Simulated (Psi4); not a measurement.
**OH (SMILES [OH]) at U-wB97X-V/aug-cc-pVTZ**

What is the vertical electron affinity of OH at U-wB97X-V/aug-cc-pVTZ? 

Program for the calculation: Psi4 1.11.

## (1) The structure to begin with

OH: 2 atoms, total charge 0, spin state doublet. SMILES: `[OH]`. Geometry: relaxed at PBE0-D4/def2-TZVP.

Bond lengths: O1–H2 0.973 Å.

## (2) A single-point energy at U-wB97X-V/aug-cc-pVTZ

ho.py reads:

```python
import psi4

psi4.set_memory(2200000000)
psi4.set_num_threads(1)
psi4.set_output_file('psi4.out', False)

mol = psi4.geometry("""
0 2
O      0.78589930    -0.25161703     0.40544074
H     -0.78589930     0.25161703    -0.40544074
units au
symmetry c1
no_reorient
no_com
""")

psi4.set_options({
    'reference': 'uks',
    'puream': True,
    'e_convergence': 1e-09,
    'd_convergence': 1e-08,
    'scf_type': 'pk',
    'dft_radial_points': 99,
    'dft_spherical_points': 590,
    'maxiter': 100,
})

E = psi4.energy('wb97x-v/aug-cc-pVTZ', molecule=mol)
print(f'total energy {E:.8f} hartree = {E * 27.211386:.5f} eV')
```

Started as:

```sh
$ python ho.py
```

psi4.out:

```text
[...]
  Running in c1 symmetry.
[...]
  Nuclear repulsion =    4.350574249077810
[...]
  Multiplicity = 2
[...]
  Nalpha       = 5
  Nbeta        = 4
[...]
    Number of basis functions: 69
[...]
   @UKS iter   1:   -75.69824020982360   -5.36428e-01   4.62221e-03 DIIS/ADIIS
[...]
   @UKS iter  10:   -75.73729061233909   -6.53699e-12   6.07379e-09 DIIS
[...]
   @S^2 Observed:                7.525332344E-01
[...]
    Orbital Energies [Eh]
    ---------------------
    Alpha Occupied:
       1A    -19.294315     2A     -1.152548     3A     -0.596819
       4A     -0.532750     5A     -0.464367
    Alpha Virtual:
       6A      0.029673     7A      0.129139     8A      0.150510
       9A      0.159249    10A      0.171175    11A      0.249687
      12A      0.262541    13A      0.267661    14A      0.388819
      15A      0.584656    16A      0.598060    17A      0.600777
      18A      0.677276    19A      0.687500    20A      0.793996
      21A      0.817356    22A      0.831027    23A      0.859923
      24A      0.906647    25A      0.906905    26A      0.934803
[...]
  @UKS Final Energy:   -75.73729061233909
   => Energetics <=
    Nuclear Repulsion Energy =              4.3505742490778099
    One-Electron Energy =                -112.5731077380816316
    Two-Electron Energy =                  38.7164819088287402
    DFT Exchange-Correlation Energy =      -6.2701364572777329
    Empirical Dispersion Energy =           0.0000000000000000
    VV10 Nonlocal Energy =                  0.0388974251137194
    Total Energy =                        -75.7372906123390948
[...]
 Multipole Moments:
 ------------------------------------------------------------------------------------
     Multipole            Electronic (a.u.)      Nuclear  (a.u.)        Total (a.u.)
 ------------------------------------------------------------------------------------
 L = 1.  Multiply by 2.5417464519 to convert [e a0] to [Debye]
 Dipole X            :         -6.0596467            5.5012951           -0.5583516
 Dipole Y            :          1.9400835           -1.7613192            0.1787643
 Dipole Z            :         -3.1261354            2.8380852           -0.2880502
 Magnitude           :                                                    0.6532121
[...]
```

Standard output:

```text
total energy -75.73729061 hartree = -2060.91665 eV
```

Wall time 9.6 s (1 thread of Intel Xeon 6975P-C (Granite Rapids), shared host); peak memory 0.51 GiB.

## (3) The singlet anion

job.inp reads:

```
memory 2200 mb

molecule system {
  -1 1
  O      0.415880    -0.133150     0.214550
  H     -0.415880     0.133150    -0.214550
  units angstrom
  symmetry c1
  no_reorient
  no_com
}

set basis aug-cc-pVTZ
set puream true
set e_convergence 1e-09
set d_convergence 1e-08
set scf_type pk
set dft_radial_points 99
set dft_spherical_points 590

e, wfn = energy("wb97x-v", return_wfn=True)
```

Started as:

```sh
$ psi4 -n 1 job.inp job.out
```

job.out:

```text
[...]
  Running in c1 symmetry.
[...]
  Nuclear repulsion =    4.350574239688279
[...]
  Multiplicity = 1
[...]
  Nalpha       = 5
  Nbeta        = 5
[...]
    Number of basis functions: 69
[...]
   @RKS iter   1:   -75.49322408365100   -3.31412e-01   1.25468e-02 DIIS/ADIIS
[...]
   @RKS iter  11:   -75.79949064253815   -2.74696e-11   6.31651e-09 DIIS
[...]
    Orbital Energies [Eh]
    ---------------------
    Doubly Occupied:
       1A    -18.859070     2A     -0.718605     3A     -0.200794
       4A     -0.062106     5A     -0.062106
[...]
  @RKS Final Energy:   -75.79949064253815
   => Energetics <=
    Nuclear Repulsion Energy =              4.3505742396882789
    One-Electron Energy =                -116.2473078802326540
    Two-Electron Energy =                  42.4311571852483169
    DFT Exchange-Correlation Energy =      -6.3759901146641473
    Empirical Dispersion Energy =           0.0000000000000000
    VV10 Nonlocal Energy =                  0.0420759274220403
    Total Energy =                        -75.7994906425381600
[...]
 Multipole Moments:
 ------------------------------------------------------------------------------------
     Multipole            Electronic (a.u.)      Nuclear  (a.u.)        Total (a.u.)
 ------------------------------------------------------------------------------------
 L = 1.  Multiply by 2.5417464519 to convert [e a0] to [Debye]
 Dipole X            :         -6.5869961            5.5012951           -1.0857010
 Dipole Y            :          2.1089221           -1.7613192            0.3476029
 Dipole Z            :         -3.3981918            2.8380852           -0.5601067
 Magnitude           :                                                    1.2701551
[...]
```

Wall time 8.7 s (1 thread of Intel Xeon 6975P-C (Granite Rapids), shared host); peak memory 0.52 GiB.

## (4) Results

At U-wB97X-V/aug-cc-pVTZ:

| quantity | value |
| --- | --- |
| doublet OH: total energy | -75.73729 Eh |
| doublet OH: dipole moment | 1.66 D |
| doublet OH: HOMO energy (highest over α and β) | -11.88 eV |
| doublet OH: LUMO energy (lowest over α and β) | -2.03 eV |
| doublet OH: ⟨S²⟩ | 0.753 |
| singlet anion: total energy | -75.79949 Eh |
| singlet anion: HOMO energy | -1.69 eV |
| singlet anion: LUMO energy | 4.88 eV |
| singlet anion: HOMO–LUMO gap (to an unbound level, set by the basis) | 6.57 eV |
| vertical electron affinity (to the singlet anion) | 1.693 eV |

What this shows: At fixed nuclei the extra electron is bound by 1.69 eV (39 kcal/mol).
